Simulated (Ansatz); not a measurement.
A made-up structure of CH₃OSi (charge +1), singlet:

| atom | x (Å) | y (Å) | z (Å) |
| --- | --- | --- | --- |
| O1 | -1.1076 | -0.4632 | -0.1565 |
| C2 | 0.1575 | -0.8301 | -0.0376 |
| Si3 | 0.1422 | 0.6358 | 0.0586 |
| H4 | 0.4390 | -1.6945 | -0.0635 |
| H5 | 0.3426 | 1.2692 | -1.2957 |
| H6 | 0.0264 | 1.0828 | 1.4947 |

It is relaxed with PBE-D4/def2-SVP and then PBE0-D4/def2-TZVP (Ansatz 0.2.0). Atoms count as bonded within 1.22 times the sum of their covalent radii (H–H: 0.88 Å). The end point is not checked to be a true minimum.

(1) Does its bonding change? (A judgement: the text doesn't fix the answer.)

Results:

(1) By the calculation: No: no bond forms or breaks.

Where it ends: The first stage lowers the energy by 4.23 eV in 6 steps. It ends as CH₃OSi ([CH]1[O][SiH2]1), total charge +1:
```tsv
atom	x (Å)	y (Å)	z (Å)
O1	-1.0308	-0.5850	-0.1559
C2	0.1373	-1.0227	-0.0527
Si3	0.1382	0.7864	0.0682
H4	0.3894	-2.0860	-0.0953
H5	0.3293	1.5400	-1.1740
H6	0.0365	1.3673	1.4097
```

Labels in which every atom is bracketed show which atoms are joined, not bond orders.

For scale, one of the runs: PBE0-D4/def2-TZVP relaxation, 117 basis functions, launched by `ansatz run in.yaml --threads 2 --pin off --events-out ev --progress --plain --max-ram 4352MiB`. The run took about 13 s on 2 CPU threads of an Arm Neoverse V1 (shared host).
